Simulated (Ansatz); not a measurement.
`N/C=C(\O)F` + H₂ → `C=C(O)F` + NH₃ at 700 K and 1 bar (hydrogenolysis of a C–N bond).

Calculated with Ansatz (gas phase, PBE0-D4/def2-TZVP geometries, no zero-point term in ΔE). CCSD(T)/CBS adds triple-zeta CCSD(T) − MP2 to the extrapolated MP2 energy (def2 sets, frozen cores). This one scheme is used for every species. Each species was taken in one conformer, which may not be the lowest.

```
     species  CCSD(T)/CBS energy (Eh)  H − E (kJ/mol)  S (J/(mol·K))
`N/C=C(\O)F`               -308.14071           239.3          404.2
          H₂                 -1.17544            46.8          155.3
   `C=C(O)F`               -252.84296           178.2          359.1
         NH₃                -56.50880           116.9          226.5
```

H − E and S are ideal-gas, rigid-rotor, harmonic terms from PBE0-D4/def2-TZVP, for one conformer and one mirror image of each species. The MP2-based limit puts H₂ 0.8 mEh under its directly extrapolated value; such offsets cancel only in part. 1 Eh = 2625.50 kJ/mol, R = 8.31446 J/(mol·K).

Question: By hand: ΔE, ΔH, ΔS and ΔG.

Answer: ΔE = (-252.84296) + (-56.50880) − (-308.14071) − (-1.17544) = -0.03561 Eh = -93.5 kJ/mol. Δ(H − E) = 178.2 + 116.9 − 239.3 − 46.8 = 9.0, so ΔH = -84.5 kJ/mol. ΔS = 359.1 + 226.5 − 404.2 − 155.3 = 26.1 J/(mol·K). ΔG = -84.5 − 700 × (26.1)/1000 = -102.8 kJ/mol.

Question: By hand: the equilibrium constant, and the temperature at which ΔG would vanish if ΔH and ΔS stayed fixed.

Answer: log₁₀ K = −ΔG/(RT ln 10) = 7.7. ΔH and −TΔS have one sign here, so there is no such temperature.

ΔH outweighs TΔS. A doubt of 5 kJ/mol in ΔE shifts log₁₀ K by 0.4 here. Other conformers and mirror images would add mixing entropy, several J/(mol·K) or more a flexible species. These are equilibria of isolated gas molecules and say nothing of rates. Largest T1 diagnostic: 0.012 (customary marks: 0.02 for closed shells, 0.045 for open ones).
